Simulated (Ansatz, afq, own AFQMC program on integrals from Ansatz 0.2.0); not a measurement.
Integrals from Ansatz 0.2.0, then the random walk in our own AFQMC program (afq).

```yaml
crystal:
  periodic: [false, false, false]
  atoms:
    - {symbol: O, position_ang: [0.000000, 0.000000, 0.000000]}
basis:
  gaussian: {orbitals: def2-TZVP}
magnetization: {spin_polarized: true, initial_magnetization: 2}
correlation: {method: ccsd_t, electrons: outside_noble_gas, hamiltonian_folder: ham}
```

```sh
$ ansatz run in.yaml --threads 1 --pin off --events-out ev --progress --plain --max-ram 15360MiB --backend cuda --devices 0, --max-vram 18GiB
```

afq runs on the folder ham with

```
--method free --trial cisd --walkers 4000 --time-step 0.03 --max-blocks 4000 --target-error 0.00018 --factor-cut 1e-05 --seed 8690 --times 0,0.3,0.6,1.2,1.8,2.4,3.6,4.8,6 --taylor-order 8
```

Times are imaginary, in 1/Eh. The walk had a cap of 61 s.

Output of the walk:

```
orbitals 30  electrons 4 2  factors 200 of 200
reference energy -74.81562508 Eh
CCSD correlation -0.15827391 Eh in 9 cycles, weight of the determinant in the CISD state 0.9633
repeat  energy at the last time / Eh  error
    10  -74.977144  0.000101
    20  -74.977152  0.000072
    30  -74.977111  0.000062
time / (1/Eh)  energy / Eh  error  mean overlap
  0.00  -74.973918  0.000007  1.0381
  0.30  -74.976623  0.000014  1.0357
  0.60  -74.976973  0.000015  1.0333
  1.20  -74.977081  0.000020  1.0297
  1.80  -74.977120  0.000022  1.0261
  2.40  -74.977127  0.000025  1.0233
  3.60  -74.977144  0.000034  1.0199
  4.80  -74.977222  0.000045  1.0078
  6.00  -74.977110  0.000060  1.0124
energy -74.977110 +/- 0.000060 Eh
```

The run passed its tests (error under three times the target), which doesn't prove that it has relaxed.

Against this walk (error 1.6 meV) on the same determinant: CCSD(T) 10.0 meV higher, CCSDT(Q) 0.3 meV lower (within the noise), CCSDTQ 0.3 meV lower (within the noise), full CI 0.3 meV lower (within the noise). The error is statistical, and a free projection of finite length keeps a remainder of its start. The last points scatter (meV from the last: -0.3 ± 0.6 at 1.80, -0.5 ± 0.7 at 2.40, -0.9 ± 0.9 at 3.60, -3.0 ± 1.2 at 4.80, 0.0 ± 1.6 at 6.00); the last is the one printed as the energy, and the gaps above move with that scatter.

Cautions: remainder of the start not in the error.

The walk took 16 s on 1 × NVIDIA H100 80GB HBM3 with 2 threads of AMD EPYC 7R13 Processor (Zen 3) (shared host) (the card was shared). The log's last line is the free-projection energy.

CCSDT and higher add their correlation energy to the determinant of the CCSD(T) run, since their own runs factorise the integrals more tightly (a shift of under 2 meV). A walk keeps the symmetry of its determinant, which the program's search chose and which needn't be the lowest solution, so a lower state of the same spin and another symmetry isn't excluded.
